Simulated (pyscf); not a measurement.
Structures and frequencies: ωB97X-D3(BJ)/def2-SVP in PySCF. MP2 and CC: frozen core, UHF for open shells. ΔMP2 is the change of the MP2 total energy from the triple- to the quadruple-zeta basis.

Problem. What is the homolytic dissociation enthalpy (298 K, CCSD(T)/def2-TZVPP + ΔMP2(QZVPP)) of the B–O bond of HO–BH–Cl, to OH• + [HB–Cl]•?

Solution. B–O to OH• + [HB–Cl]•: 6.50 eV. The radicals are drawn with the spin at the cut bond; how far it spreads was not checked. The CCSD(T) − MP2 part came from Ansatz, without density fitting, on the same reference. Left out: the spin-orbit lowering of OH.
